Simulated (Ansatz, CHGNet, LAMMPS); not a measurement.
Wurtzite ZnO, elastic constant C12

Reference value: 118 GPa (measured, temperature not stated, not corrected to a static lattice; as tabulated in Oses et al. (2018), arXiv:1811.08464).

```json
[
 {"level (code)": "ionic model pedone2006 (rigid ions, LAMMPS)", "value (GPa)": "140", "cell (Å³/atom)": "11.63"},
 {"level (code)": "CHGNet-r²SCAN", "value (GPa)": "113", "cell (Å³/atom)": "11.87"},
 {"level (code)": "LDA (Ansatz)", "value (GPa)": "139", "cell (Å³/atom)": "11.33"},
 {"level (code)": "PBE (Ansatz)", "value (GPa)": "[?]", "cell (Å³/atom)": "12.32"},
 {"level (code)": "r²SCAN (Ansatz)", "value (GPa)": "129", "cell (Å³/atom)": "11.81"}
]
```

Task: Fill in the missing entries.

Result: 
- PBE (Ansatz, an electronic-structure program), value (GPa): 107

Differences against the reference: ionic model pedone2006 +18.6 %, CHGNet-r²SCAN -4.2 %, LDA +17.8 %, PBE -9.3 %, r²SCAN +9.3 %.

The reference's temperature isn't stated, so close values are not ranked against it.

The measured value isn't corrected to a static lattice, so vibrations enter the comparison.  Each level is taken at its own relaxed cell. Cutoffs differ between the levels. Ansatz's density-functional and Hartree–Fock values are scalar-relativistic unless marked +SOC, with PAW data made under PBE.

Empirical potentials (ionic model pedone2006) are fitted to chosen data: where that held the value shown, agreement is built in, and what lay outside the fit can be far off. Machine-learned potentials (CHGNet-r²SCAN) are trained on DFT data: a solid inside that data is no test of them.

Differences are worked out from the printed values.
